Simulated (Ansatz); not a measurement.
Input file:

```yaml
crystal:
  periodic: [false, false, false]
  atoms:
    - {symbol: Si, position_ang: [0.000000, -0.215965, 1.006676]}
    - {symbol: N, position_ang: [0.000000, 0.370008, -1.947775]}
    - {symbol: H, position_ang: [0.000000, 1.078688, 1.793424]}
    - {symbol: H, position_ang: [0.000000, -0.202746, -2.776701]}
basis:
  gaussian: {orbitals: cc-pVTZ}
magnetization: {spin_polarized: false, initial_magnetization: 1}
correlation: {method: sc_nevpt2, electrons: outside_noble_gas, active_space: {window: {electrons: 3, orbitals: 3}}}
```

```sh
$ ansatz run in.yaml --threads 2 --pin off --events-out ev --progress --plain --max-ram 16896MiB --backend cuda --devices 0, --max-vram 18GiB
```

Output:

```
537 factors; integrals over basis functions are off by at most 7.9e-4 eV
mean field evaluation 1: about -9351.7389 eV, gradient 5.6e1 eV
mean field evaluation 2: about -9351.7408 eV, gradient 5.6e1 eV
mean field evaluation 4: about -9366.3412 eV, gradient 1.7e1 eV
mean field evaluation 8: about -9369.2169 eV, gradient 4.0e-1 eV
mean field evaluation 16: about -9369.2172 eV, gradient 2.0e-5 eV
mean field evaluation 32: about -9369.2473 eV, gradient 2.3e-6 eV
mean field evaluation 64: about -9365.4741 eV, gradient 1.2e0 eV
mean field evaluation 96: about -9368.8405 eV, gradient 1.3e0 eV
mean field evaluation 128: about -9369.0760 eV, gradient 4.9e0 eV
mean field evaluation 160: about -9369.3260 eV, gradient 1.4e0 eV
mean field evaluation 192: about -9369.2185 eV, gradient 1.2e0 eV
mean field evaluation 224: about -9363.3410 eV, gradient 7.6e0 eV
mean field evaluation 256: about -9368.6449 eV, gradient 1.6e0 eV
mean field evaluation 288: about -9369.2473 eV, gradient 1.6e-1 eV
mean field -9369.33646238 eV, -344.3167642279 hartree, gradient 9.9e-7 eV, S^2 0.750000; 20 other end points of the search recorded, 0 dependent functions left out
reference -9369.33646238 eV, -344.3167642279 hartree; 12, 11 occupied and 80, 81 virtual orbitals, 537 factors
state -9371.89901605 eV, -344.4109363385 hartree
state -9371.89901605 eV, -344.4109363385 hartree; corrected -9378.30506354 eV, -344.6463542416 hartree
state -9369.92529504 eV, -344.3384034293 hartree
state -9369.92529504 eV, -344.3384034293 hartree; corrected -9377.33233412 eV, -344.6106070947 hartree
state -9371.89901605 eV, -344.4109363385 hartree; corrected -9378.30506354 eV, -344.6463542416 hartree
state -9369.72758735 eV, -344.3311378057 hartree
state -9369.72758735 eV, -344.3311378057 hartree; corrected -9375.99380813 eV, -344.5614171719 hartree
state -9371.89901605 eV, -344.4109363385 hartree; corrected -9378.30506354 eV, -344.6463542416 hartree
Total energy: -9378.30506354 eV, -344.6463542416 hartree
```

Ran on 2 threads of AMD EPYC 7R13 with a shared H100 80 GB, shared host: 3.2 s wall, 0.77 GiB peak host memory.
